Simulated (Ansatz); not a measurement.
C5H10, SMILES `C=CC(C)C`, relaxed with RKS PBE-D4/def2-SVP in the Gaussian-basis code of Ansatz from a rough embedded geometry. The force threshold is 0.03 eV/Å; the program also tests the step.

The species carries charge 0 and has multiplicity 1.

Start:

```xyz
15

C     0.233    2.243    0.263
C    -0.267    1.015    0.502
C     0.176   -0.187   -0.242
C     0.910   -1.258    0.670
C    -0.975   -0.873   -0.959
H    -0.218    3.087    0.834
H     0.915    2.448   -0.522
H    -0.995    0.814    1.274
H     0.938    0.100   -1.064
H     1.248   -2.061    0.121
H     1.734   -0.715    1.175
H     0.194   -1.557    1.441
H    -1.794   -1.186   -0.257
H    -0.660   -1.713   -1.566
H    -1.440   -0.159   -1.671
```

Task: How much energy does the relaxation release, and in how many steps? (Estimate.)

Result: The calculation gave: 8.28 kcal/mol, in 7 steps, 2 of them rejected.

Task: Which bonds change most? (Estimate.)

Result: Computed: C4–H10 from 1.030 to 1.110 Å; C3–C4 from 1.587 to 1.539 Å; C3–H9 from 1.157 to 1.113 Å; C1–H7 from 1.060 to 1.103 Å.

Task: Give the relaxed structure. (An estimate is asked.)

Result: The calculation gave: 
```xyz
15

C     0.186    2.267    0.277
C    -0.256    1.015    0.482
C     0.194   -0.211   -0.273
C     0.892   -1.205    0.672
C    -0.993   -0.875   -0.993
H    -0.183    3.119    0.870
H     0.941    2.488   -0.497
H    -1.013    0.833    1.270
H     0.930    0.114   -1.041
H     1.233   -2.106    0.123
H     1.775   -0.744    1.161
H     0.202   -1.543    1.474
H    -1.766   -1.203   -0.265
H    -0.666   -1.772   -1.558
H    -1.477   -0.176   -1.704
```
